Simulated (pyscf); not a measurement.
Thermochemistry of product channels of AsH₃ + InH₂• on the doublet surface, in kJ/mol, from ωB97M-D3(BJ)/def2-TZVP energies (ideal gas, 1 atm, RRHO with modes under 100 cm⁻¹ raised to 100, one conformer, R ln 2 for chiral ones without a mode under 150 cm⁻¹). PySCF, gas phase, ωB97X-D3(BJ)/def2-SVP geometries.

```tsv
products	ΔE	ΔH(298 K)	ΔG(900 K)	ΔG(1200 K)
•HAs–InH₂ + H₂	___	-38.0	-38.5	-42.3
[H₂As–InH]• + H₂	-59.0	-58.7	-59.5	-63.0
```

Some entries are withheld; supply them.


- •HAs–InH₂ + H₂, ΔE: -34.6

These are energies of the channels, which say nothing of barriers. Elements up to Kr have no core potential and no relativistic terms here. Elements past Kr carry the def2 core potentials, without spin-orbit coupling.
